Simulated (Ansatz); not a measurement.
```yaml
crystal:
  periodic: [false, false, false]
  atoms:
    - {symbol: N, position_ang: [-0.400760, 0.610896, -0.372894]}
    - {symbol: C, position_ang: [0.206130, -0.159121, -0.152522]}
    - {symbol: N, position_ang: [0.033111, -0.504255, 0.749402]}
    - {symbol: F, position_ang: [0.228262, -0.758816, -0.824401]}
    - {symbol: F, position_ang: [1.103984, 0.335877, -0.148258]}
    - {symbol: H, position_ang: [-1.076837, 0.376633, -0.329918]}
    - {symbol: H, position_ang: [-0.190255, 0.806204, -0.799584]}
    - {symbol: H, position_ang: [-0.060067, -0.043813, 1.190637]}
    - {symbol: H, position_ang: [0.352676, -0.882580, 0.724240]}
basis:
  gaussian: {orbitals: cc-pVTZ-DK}
hamiltonian: {xc: {name: HF}}
correlation: {method: mp2}
```

```sh
$ ansatz run in.yaml --threads 2 --pin off --events-out ev --progress --plain --max-ram 4352MiB
```

It prints (some lines left out):

```
Functional definition: HF
1175 factors; integrals over basis functions are off by at most 1.0e-3 eV
mean field evaluation 1: about -9369.5698 eV, gradient 9.4e1 eV
mean field evaluation 2: about -9369.8222 eV, gradient 9.4e1 eV
mean field evaluation 4: about -9380.7990 eV, gradient 5.3e0 eV
mean field evaluation 8: about -9380.8488 eV, gradient 1.1e-1 eV
mean field -9380.84880190 eV, -344.7398349022 hartree, gradient 7.8e-7 eV, S^2 0.000000; 0 other end points of the search recorded, 0 dependent functions left out
5 core orbitals not correlated: weight in the atoms' cores, before any rotation towards them, 1.000 or more for the frozen orbitals, at most 0.000 for the correlated occupied ones
reference -9380.84880190 eV, -344.7398349022 hartree; 16, 16 occupied and 185, 185 virtual orbitals, 1175 factors
second order -28.85813716 eV of doubles, -0.00000000 eV of singles
Total energy: -9409.70693906 eV, -345.8003518822 hartree
Relativity: scalar
```

(1) Something in this input is off. What?

## Answers

(1) The geometry is squeezed to about two thirds of its size. The run converged. The result belongs to that input, not to the molecule as meant.
